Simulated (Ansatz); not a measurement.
Geometry optimisation, UKS B3LYP/def2-SVP in Ansatz.

Input file:

```yaml
crystal:
  periodic: [false, false, false]
  atoms:
    - { symbol: B, position_ang: [0.0, 0.003393, -0.077088] }
    - { symbol: H, position_ang: [0.0, 0.002046, 1.120805] }
    - { symbol: F, position_ang: [1.126678, -0.001913, -0.754678] }
    - { symbol: F, position_ang: [-1.126678, -0.001913, -0.754678] }
    - { symbol: H, position_ang: [0.0, -0.001613, 2.985638] }
magnetization:
  spin_polarized: true
  initial_magnetization: 1
basis:
  gaussian: { orbitals: def2-SVP }
hamiltonian:
  xc: b3lyp
relax:
  f_tol: 0.03
  max_steps: 50
```

Run as:

```bash
$ ansatz run input.yaml --threads 1 --pin off --max-ram 2048MiB --backend cpu --events-out ev --progress --plain --runs-dir out
```

Question: Where does it end, and by what steps?

Answer: It converged. The force dipped under the threshold on the way, but the program's further checks kept it going. After 10 steps the energy has fallen by 0.045 eV; H5 moved furthest, 0.83 Å.

```json
{"step": "0", "energy less start (eV)": "0.0000", "largest force component (eV/Å)": "0.236", "accepted": "yes"}
{"step": "1", "energy less start (eV)": "0.0290", "largest force component (eV/Å)": "1.030", "accepted": "no"}
{"step": "2", "energy less start (eV)": "-0.0060", "largest force component (eV/Å)": "0.176", "accepted": "yes"}
{"step": "3", "energy less start (eV)": "-0.0192", "largest force component (eV/Å)": "0.091", "accepted": "yes"}
{"step": "4", "energy less start (eV)": "-0.0320", "largest force component (eV/Å)": "0.057", "accepted": "yes"}
{"step": "5", "energy less start (eV)": "-0.0406", "largest force component (eV/Å)": "0.080", "accepted": "yes"}
{"step": "6", "energy less start (eV)": "-0.0433", "largest force component (eV/Å)": "0.043", "accepted": "yes"}
{"step": "7", "energy less start (eV)": "-0.0388", "largest force component (eV/Å)": "0.404", "accepted": "no"}
{"step": "8", "energy less start (eV)": "-0.0441", "largest force component (eV/Å)": "0.057", "accepted": "yes"}
{"step": "9", "energy less start (eV)": "-0.0446", "largest force component (eV/Å)": "0.014", "accepted": "yes"}
{"step": "10", "energy less start (eV)": "-0.0446", "largest force component (eV/Å)": "0.014", "accepted": "yes"}
```

```xyz
5
Properties=species:S:1:pos:R:3
B 0.000 0.005 -0.286
H 0.000 0.051 0.914
F 1.128 -0.021 -0.963
F -1.128 -0.021 -0.963
H 0.000 -0.013 3.820
```

Time of the run: 18 s on 1 thread of Arm Neoverse V1, on a shared host, peak memory 0.11 GiB.
